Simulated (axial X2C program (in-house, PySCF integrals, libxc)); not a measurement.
## Nuclear properties of SiP

Computed with an axial X2C code built on PySCF integrals: two-component X2C with atomic mean-field Coulomb and Gaunt terms, Gaussian nuclei, basis P dyall-v3z, Si dyall-v3z with contracted cores.

R = 2.081 Å (near the PBE0 minimum at charge 0 of the determinant lowest at the starting distance; the state shown can have its own minimum elsewhere).

Input and command:
```json
{"zs": [15, 14], "q": 0, "bas": ["dyall-v3z", "dyall-v3z"], "r0": 2.09, "levels": ["PBE0", "HF", "LDA", "B3LYP", "BHandHLYP"], "nst": 3}
```
```bash
python soeom.py task.json out
```

Keys: zs atomic numbers; q charge; bas basis sets; r0 starting distance in Å; levels methods; nst determinants followed.

Determinant lowest in the PBE0 search, Ω = 3/2 (⟨Sz⟩ = 0.50, ⟨Lz⟩ = 1.00 at PBE0), spin on the atoms P 0.39, Si 0.11:

```csv
level,Eeff magnitude (GV/cm),Ws magnitude P (kHz),A∥/gI P (MHz),qzz P (a.u.),A∥/gI Si (MHz),qzz Si (a.u.),μ (D)
PBE0,0.00839,0.00199,88.7,-1.67,47.2,-1.84,0.96
HF,0.0472,0.00792,15.8,-1.70,93.8,-1.96,0.97
LDA,0.00397,0.000958,106,-1.72,47.5,-1.77,0.83
B3LYP,0.00658,0.00156,99,-1.71,48.8,-1.86,0.99
BHandHLYP,0.0101,0.00211,90.3,-1.70,49.6,-1.98,1.18
```

Determinant 0.02 eV from it at PBE0 and this distance, Ω = 1/2 (⟨Sz⟩ = -0.50, ⟨Lz⟩ = 1.00 at PBE0), spin on the atoms P -0.39, Si -0.11:

| level | Eeff magnitude (GV/cm) | Ws magnitude P (kHz) | Ws magnitude Si (kHz) | A∥/gI P (MHz) | qzz P (a.u.) | A∥/gI Si (MHz) | qzz Si (a.u.) | μ (D) |
| --- | --- | --- | --- | --- | --- | --- | --- | --- |
| PBE0 | 0.00279 | 0.00291 | 0.000896 | 516 | -1.68 | 197 | -1.84 | 0.96 |
| HF | 0.246 | 0.0181 | 0.171 | 209 | -1.43 | 431 | -1.63 | 1.04 |
| LDA | 0.00663 | 0.00151 | 0.00374 | 521 | -1.72 | 208 | -1.77 | 0.83 |
| B3LYP | 0.000677 | 0.00147 | 0.00109 | 512 | -1.72 | 195 | -1.87 | 0.99 |
| BHandHLYP | 0.00241 | 0.00225 | 0.000559 | 492 | -1.71 | 192 | -1.98 | 1.18 |

Eeff is the effective electric field on the electron electric dipole moment in this Ω state and Ws the scalar–pseudoscalar constant of the nucleus named (defined with the proton number Z and per Ω); A∥ (defined per Ω) follows by multiplying with gI = μI/(I μN); qzz is the electric field gradient, eQq0 = 234.96 MHz × Q/barn × qzz; μ is positive if the Si end (last atom) is positive. The operators were transformed with the bare-nucleus X2C matrices; with these basis sets, hyperfine constants and field gradients can be off by tens of per cent, and where levels differ in sign neither size nor sign is settled.

Problem. With gI(29Si) = -1.1106 (g factors from the IAEA table of nuclear moments by Stone), turn the PBE0 values of the first state into constants in MHz.

Solution. A∥(29Si) = 47.2 × -1.1106 = -52.4 MHz.

Each state is one determinant with collinear spin. Unrestricted Hartree–Fock can overshoot spin polarisation at the nuclei. In the state Ω = 1/2 the sign of Eeff differs between levels (HF, LDA against PBE0). Where Eeff spreads by more than a factor of two the levels disagree and none is to be relied on. At HF a later determinant lies lower. The search compared states at one distance, so a state with another bond length can lie lower. The sign of Ws at P differs between levels in the second state. Further determinants of the search, some of them spin-mixed, are not shown. Where a field gradient or hyperfine factor spreads by more than a factor of two over the levels, a constant derived from it is not to be relied on. PBE0 term energies can be off by some tenths of an eV.
